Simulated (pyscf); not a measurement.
HO–Mg–SH (SMILES [OH][Mg][SH]) + H₂O (SMILES O) → HO–Mg–OH (SMILES [OH][Mg][OH]) + H₂S (SMILES S), a four-centre exchange (singlet surface; Mg–S, H–O broken, Mg–O, H–S formed). Single points on ωB97X-D3(BJ)/def2-SVP structures (PySCF, gas phase). Correlated levels are frozen-core, on RHF or UHF. ΔMP2 is the change of the MP2 total energy from the triple- to the quadruple-zeta basis. Energies in kJ/mol from the separated reactants.

AM1 to PM7: differences of heats of formation from MOPAC. 

### Question
In single points PM3 puts the saddle at -43.9 kJ/mol and the reaction energy at +3.6 kJ/mol. Should these be trusted to within a few kcal/mol? Compare with CCSD(T)/def2-TZVPP + ΔMP2(QZVPP).

### Answer
CCSD(T)/def2-TZVPP + ΔMP2(QZVPP) gives ΔE‡ = -26.6 kJ/mol and ΔE = +16.8 kJ/mol. PM3 lies 17.4 kJ/mol under it in the barrier and 13.2 kJ/mol under it in the reaction energy, so on this step it does not hold to within 12.6 kJ/mol. CCSD(T)/def2-TZVPP + ΔMP2(QZVPP) has limits of its own. On the reactant side the descent ends in an adduct with a Mg–O contact (not fully relaxed), 98.9 kJ/mol under the separated species and 63.0 kJ/mol under the saddle at ωB97X-D3(BJ)/def2-TZVP. On the product side the descent ends in an adduct with a Mg–S contact, 67.4 kJ/mol under the separated species and 9.4 kJ/mol under the saddle at ωB97X-D3(BJ)/def2-TZVP. At CCSD(T) the saddle lies under the separated reactants, which points to a path from their complex (located at ωB97X-D3(BJ) alone). At CCSD(T) the saddle lies under the separated products, which points to a path from their complex (located at ωB97X-D3(BJ) alone), and parting the products costs more than the saddle. What is counted as formed (Mg–O) is already present as a longer contact in the reactant adduct; forming that adduct is a step of its own. What is counted as broken (Mg–S) persists as a longer contact in the product adduct; parting that adduct is a step of its own. At ωB97X-D3(BJ) the barrier from the zero used here is -35.9 kJ/mol. One saddle was located; it need not be the lowest between these sides. The CCSD(T) − MP2 part came from Ansatz, without density fitting, on the same reference. The frozen core leaves the outer d or s,p core shells of the metals and heavy elements correlated in the MP2 and CC values, and def2-TZVPP describes them poorly, which can shift differences by a few kcal/mol.
